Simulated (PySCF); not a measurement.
Bonding in `CC1=CCC=C1`

C₆H₈.
Atom-mapped SMILES: `[CH3:1][C:2]1=[CH:3][CH2:4][CH:5]=[CH:6]1` (hydrogens: H7, H8, H9 on C1; H10 on C3; H11, H12 on C4; H13 on C5; H14 on C6)

Cartesian coordinates in Å at the GFN2-xTB level; atoms count from 1:
```
atom  x, y, z in Å
C1     2.0786    0.1657   -0.0166
C2     0.5951    0.0306   -0.0016
C3    -0.1378   -1.0868    0.1192
C4    -1.5921   -0.7500    0.0765
C5    -1.5756    0.7344   -0.0858
C6    -0.3094    1.1633   -0.1274
H7     2.4065    0.8169    0.7933
H8     2.4069    0.6107   -0.9557
H9     2.5554   -0.8047    0.0973
H10    0.2261   -2.0918    0.2319
H11   -2.1012   -1.2426   -0.7551
H12   -2.1085   -1.0521    0.9905
H13   -2.4704    1.3259   -0.1544
H14    0.0257    2.1800   -0.2344
```

Bond orders from the PBE0/pcSseg-1 density (PySCF). Isolated species at its GFN2-xTB geometry, gas phase.

(1) Where do the orders between heavy atoms depart from those drawn in the SMILES?

(2) Set the Mayer orders of the bonds beside their lengths.

Results:

(1) The largest departure is 0.250, at C2–C3 (drawn double, 1.750).

(2) 
```csv
bond,drawn as,length (Å),Mayer order
C1–C2,single,1.490,1.070
C2–C3,double,1.342,1.750
C3–C4,single,1.493,1.063
C4–C5,single,1.493,1.067
C5–C6,double,1.338,1.776
C6–C2,single,1.455,1.087
C1–H7,single,1.090,0.947
C1–H8,single,1.090,0.947
C1–H9,single,1.087,0.958
C3–H10,single,1.075,0.995
C4–H11,single,1.092,0.913
C4–H12,single,1.092,0.913
C5–H13,single,1.075,0.979
C6–H14,single,1.076,0.999
```

By pair of heavy elements: C–C: lowest C3–C4 (1.063, 1.493 Å), highest C5–C6 (1.776, 1.338 Å).

Question: Sum the orders of all bonds at each heavy atom with more than one neighbour and set the sums beside the valence in the SMILES.

Answer: C1 3.922 (drawn 4), C2 3.907 (drawn 4), C3 3.808 (drawn 4), C4 3.956 (drawn 4), C5 3.822 (drawn 4), C6 3.862 (drawn 4). Orders between atoms that aren't bonded are not in these sums.

For a closed shell the Mayer order of atoms A and B is Σ (PS)μν (PS)νμ over the basis functions μ on A and ν on B, with P the density and S the overlap matrix.

The run behind these numbers computed NMR shieldings as well. Time: 12 s wall. Hardware: an Arm Neoverse V1 with one thread, shared host.
